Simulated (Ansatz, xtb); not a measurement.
C4H9PS: which of two isomers lies lower

We compare a, `C[C@H]1C[P@@H](=S)C1`, a singlet, with b, `C=C(C)[P@H](C)=S`, a singlet. Both are isolated molecules in the gas phase, relaxed with PBE-D3(BJ)/def2-SVP; each stands in its lowest conformer found.

a (Å):

```xyz
15

C    -1.8805    0.6493   -0.5824
C    -0.8335    1.7127   -0.2660
C     0.6563    1.2767   -0.3847
C    -0.7599    2.9253   -1.2395
P     1.0823    3.0055   -0.9465
S     2.4367    3.4871   -2.2601
H    -1.7345    0.2442   -1.6054
H    -2.9066    1.0667   -0.5258
H    -1.8199   -0.1985    0.1303
H    -1.0053    2.0983    0.7624
H     0.8161    0.5997   -1.2499
H     1.1631    0.8636    0.5080
H     1.1389    3.7062    0.3121
H    -1.3756    3.8191   -1.0244
H    -0.9131    2.6127   -2.2937
```

b (Å):

```xyz
15

C    -2.2817   -0.1730   -3.5076
C    -1.5281    0.4468   -2.5811
C    -0.3588    1.3493   -2.8698
C    -0.4320   -0.4175   -0.0140
P    -1.9802    0.1796   -0.8106
S    -3.5667   -0.9090   -0.4530
H    -3.1275   -0.8096   -3.1950
H    -2.0756   -0.0541   -4.5846
H    -0.4549    2.3230   -2.3430
H     0.6004    0.8992   -2.5354
H    -0.2744    1.5544   -3.9552
H    -2.0202    1.5432   -0.3393
H    -0.6200   -0.5088    1.0726
H    -0.2050   -1.4205   -0.4238
H     0.4169    0.2719   -0.1933
```

Problem. Estimate E(b) − E(a) at the level CCSD(T)/def2-SVP + ΔMP2/def2-TZVPP.

Solution. Too close to call at this level: CCSD(T)/def2-SVP + ΔMP2/def2-TZVPP gives E(b) − E(a) = +0.40 kcal/mol.

How the difference moves with the method:

```csv
level,geometry,E(b) − E(a) (kcal/mol),departure from the last row (kcal/mol),"job, with rough time for the two"
GFN2-xTB,GFN2-xTB,+10.70,+10.29,"optimisation, 0.32 s"
HF/STO-3G,GFN2-xTB,+26.01,+25.61,"single point, 0.32 s"
r2SCAN-D4/def2-SVP,GFN2-xTB,+2.72,+2.32,"single point, 3.7 s"
PBE-D3(BJ)/def2-SVP,PBE-D3(BJ)/def2-SVP,+3.34,+2.94,"optimisation, 26 s"
HF/def2-SVP,PBE-D3(BJ)/def2-SVP,−2.16,−2.56,part of the CCSD(T) run
MP2/def2-SVP,PBE-D3(BJ)/def2-SVP,+2.85,+2.45,part of the CCSD(T) run
CCSD(T)/def2-SVP,PBE-D3(BJ)/def2-SVP,+1.12,+0.72,single point
CCSD(T)/def2-SVP + ΔMP2/def2-TZVPP,PBE-D3(BJ)/def2-SVP,+0.40,,"single point, 59 s"
```

As drawn, b has 1 C=C in place of 2 C–C. Structure a has a 4-membered ring, b no ring.

The largest departure from CCSD(T)/def2-SVP + ΔMP2/def2-TZVPP is that of HF/STO-3G, 25.61 kcal/mol. The last row adds to CCSD(T) the change of the MP2 difference between the two basis sets, here −0.72 kcal/mol.

With thermal terms from frequencies at re-optimised GFN2-xTB minima (ideal gas, soft modes damped towards free rotors, one conformer each, 298.15 K, 1 atm): on the last row, ΔE + ΔZPE = −1.85, ΔH = −0.89, ΔG = −3.01 kcal/mol.

The correlated steps freeze 14 core orbitals. Run with Ansatz 0.2.0, xtb 6.7.1; the last row on 4 threads of Arm Neoverse V2 on a shared host.
